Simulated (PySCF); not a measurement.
Delta-SCF ions had no search for a lower state. 

H2O, SMILES `O` (charge 0, multiplicity 1)

All values below come from PySCF with M06-2X/def2-TZVP // B3LYP-D3(BJ)/def2-SVP.

```json
{
  "HOMO": "-10.85 eV",
  "dipole_moment": "2.13 D",
  "HOMO–LUMO gap": "12.27 eV",
  "LUMO": "1.42 eV",
  "vertical ionisation energy (Delta-SCF)": "12.69 eV",
  "total_energy": "-76.4259 Ha",
  "cost": "very roughly 11 core-seconds"
}
```

Bonds (Å): O1–H2 0.967, O1–H3 0.967. Bond angles (°): H2–O1–H3 103.1.
Charge 0, spin multiplicity 1.
